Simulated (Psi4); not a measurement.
**O2 (oxygen): a line through the functionals**

The species is O2 (2 atoms), meant as a triplet with charge 0. As SMILES, `O=O`. The coordinates come from a PBE0-D4/def2-TZVP relaxation.

The vertical energy of the singlet above the triplet y, in eV, basis aug-cc-pVTZ; a is the functional's share of exact exchange. Programs: Psi4 1.11.

| functional | program | a | y (eV) |
| --- | --- | --- | --- |
| U-revPBE | Psi4 | 0 | 1.64 |
| UPBE | Psi4 | 0 | 1.63 |
| UTPSSh | Psi4 | 0.1 | 1.69 |
| UB3LYP | Psi4 | 0.2 | ? |
| UPBE0 | Psi4 | 0.25 | 1.77 |
| UBHLYP | Psi4 | 0.5 | 1.84 |

Q: Fit y = c + s·a to the known rows and predict UB3LYP.

A: 
1. Means of the 5 rows: a = 0.1700, y = 1.714.
2. Σ(Δa)² = 0.178, Σ(Δa·Δy) = 0.0746, so the slope is 0.0746/0.178 = 0.4191.
3. Intercept: 1.714 − (0.4191) × 0.1700 = 1.643. The largest residual of the fit is 0.022.
4. UB3LYP: 1.643 + (0.4191) × 0.2 = 1.73 eV.

The run gave 1.67 eV, so the prediction is off by +0.06 eV, more than the scatter of the fit. Exact exchange favours the state with more unpaired electrons. The rows mix families of semi-local functionals, which the line can't see.
